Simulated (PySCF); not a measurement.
C2H4O2, charge +1, multiplicity 2. Atoms are numbered in the order given.

```xyz
8

C      0.3179     1.3561     0.0000
C     -0.0543    -0.0905     0.0000
O      0.8545    -0.9963     0.0000
O     -1.2788    -0.3453     0.0000
H     -0.5613     2.0169     0.0000
H      0.9227     1.5226     0.9110
H      0.9227     1.5226    -0.9110
H      0.5282    -1.9233     0.0000
```
Charge +1, spin multiplicity 2.

Coordinates come from a B3LYP-D3(BJ)/def2-SVP optimisation. The multiplicity is an assumed one; other spin states were not compared. One conformer was computed; it need not be the lowest.

Level of theory: TDA-PBE0/def2-SVPD (PySCF).

Vertical excitations. 

```
state    energy (eV)  λ (nm)      f                                                                       main pairs
-------  -----------  ------  -----  -------------------------------------------------------------------------------
root 1          1.66     747  0.000                                                                 β HOMO→LUMO 92 %
root 2          3.48     356  0.010                                           β HOMO−3→LUMO 61 %, β HOMO−2→LUMO 29 %
root 3          3.69     336  0.001                                                               β HOMO−1→LUMO 96 %
root 4          3.97     312  0.018                                           β HOMO−2→LUMO 66 %, β HOMO−3→LUMO 33 %
root 5          6.28     197  0.046                                                               β HOMO−4→LUMO 82 %
root 6          6.28     197  0.000                                                               β HOMO−5→LUMO 94 %
root 7          6.51     190  0.013                                                               β HOMO−6→LUMO 83 %
root 8          6.85     181  0.003                       α HOMO−1→LUMO 27 %, α HOMO−2→LUMO 19 %, β HOMO→LUMO+1 52 %
root 9          7.66     162  0.001  α HOMO→LUMO 61 %, α HOMO−3→LUMO 16 %, β HOMO−3→LUMO+1 15 %, β HOMO−2→LUMO+1 6 %
root 10         7.92     157  0.001                     α HOMO−1→LUMO 24 %, α HOMO−2→LUMO 23 %, β HOMO−1→LUMO+1 48 %
```
Unrestricted roots are not spin-pure.
